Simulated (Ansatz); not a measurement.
# SiH₄ + CH₃ radical: a complex and its separated parts

Aim: how far the complex at one end of a reaction step lies below its separated, relaxed parts, level by level.

Computed with Ansatz 0.2.0, Gaussian basis. Level: PBE0-D4/def2-TZVP structures, single points in def2-TZVPP, no counterpoise correction.

Levels: SPW92, PBE-D4, BLYP-D4, r2SCAN-D4, B97M-V, PBE0-D4, B3LYP-D4, r2SCAN0-D4, BHLYP-D4, CAM-B3LYP-D4, wB97X-V, wB97M-V, B2PLYP, PBE-QIDH, RPA on PBE, Hartree-Fock, MP2, CCSD, CCSD(T).

Cores are frozen in the correlated methods. Orbitals are unrestricted. B3LYP uses VWN-RPA correlation. B2PLYP carries no dispersion term here.

95 further runs of the same task are left out: 1 that didn't finish, 94 set aside as unsound or not needed.

### 1 Starting geometry

The complex: 9 atoms, charge 0, spin multiplicity 2.

Atoms are counted from 1 here; the program's logs count them from 0.

Bond lengths: H1–Si2 1.485 Å, Si2–H4 1.485 Å, Si2–H5 1.485 Å, Si2–H6 1.485 Å, C3–H7 1.080 Å, C3–H8 1.080 Å, C3–H9 1.080 Å. Angles: H1–Si2–H4 109.6°, H1–Si2–H5 109.6°, H1–Si2–H6 109.6°, H4–Si2–H5 109.3°, H4–Si2–H6 109.3°, H5–Si2–H6 109.3°, H7–C3–H8 120.0°, H7–C3–H9 120.0°, H8–C3–H9 120.0°.

As a file:

```xyz
9

H     0.4374    0.0836    0.2101
Si    1.7393    0.2917    0.8943
C    -2.1777   -0.3651   -1.1199
H     1.7152    1.5817    1.6300
H     1.9811   -0.8166    1.8531
H     2.8321    0.3193   -0.1110
H    -2.0078   -1.4314   -1.0913
H    -1.8425    0.2125   -1.9686
H    -2.6773    0.1242   -0.2968
```

Its parts: SiH₄ holds atoms 1, 2, 4, 5, 6; CH₃ radical holds atoms 3, 7, 8, 9. Each part counts its atoms afresh in its own runs.

### 2 Relaxing SiH₄ alone

relax-a/in.yaml reads:

```yaml
crystal:
  periodic: [false, false, false]
  atoms:
    - {symbol: H, position_ang: [0.437437, 0.083603, 0.210129]}
    - {symbol: Si, position_ang: [1.739251, 0.291676, 0.894344]}
    - {symbol: H, position_ang: [1.715242, 1.581673, 1.629982]}
    - {symbol: H, position_ang: [1.981073, -0.816558, 1.853074]}
    - {symbol: H, position_ang: [2.832133, 0.319284, -0.110979]}
basis:
  gaussian: {orbitals: def2-TZVP}
hamiltonian: {xc: pbe0, dispersion: d4}
relax: {f_tol: 0.005, max_steps: 200}
```

Run with:

```
$ ansatz run in.yaml --threads 2 --pin off --events-out ev --progress --plain --max-ram 4352MiB
```

The runs that follow: Relaxing CH₃ radical alone; SPW92/def2-TZVPP; PBE-D4/def2-TZVPP; BLYP-D4/def2-TZVPP; r2SCAN-D4/def2-TZVPP; B97M-V/def2-TZVPP; PBE0-D4/def2-TZVPP; B3LYP-D4/def2-TZVPP; r2SCAN0-D4/def2-TZVPP; BHLYP-D4/def2-TZVPP; CAM-B3LYP-D4/def2-TZVPP; wB97X-V/def2-TZVPP; wB97M-V/def2-TZVPP; B2PLYP/def2-TZVPP; PBE-QIDH/def2-TZVPP; RPA on PBE/def2-TZVPP; CCSD(T)/def2-TZVPP; CCSD(T)/def2-QZVPP; Vibrations of SiH₄; Vibrations of CH₃ radical.

Before running it: what results should come out? Wanted: complex less parts, CCSD(T)/def2-TZVPP; with zero-point energy; largest T1 diagnostic.

As calculated:

| quantity | value |
| --- | --- |
| complex less parts, CCSD(T)/def2-TZVPP | -0.07 kcal/mol |
| with zero-point energy | +0.19 kcal/mol |
| largest T1 diagnostic | 0.011 |

What this shows: At CCSD(T) the complex lies 0.07 kcal/mol below its parts. The functionals run from PBE-QIDH, off by +0.07 kcal/mol, to SPW92, off by -1.14 kcal/mol, against CCSD(T). Mean unsigned error by rung: LDA 1.14, GGA 0.40, meta-GGA 0.27, hybrid 0.24, range-separated hybrid 0.21, double hybrid 0.15 kcal/mol. PBE-D4 gives a relative energy 0.59 kcal/mol too low, an error of 834 % of the reference. The complex's frequency run has imaginary modes: the structure is no minimum, so both the energy and the zero-point correction are in doubt. No counterpoise was applied, and triple zeta lacks some correlation, so the CCSD(T) reference has a basis error of its own, and close matches with it are partly luck.
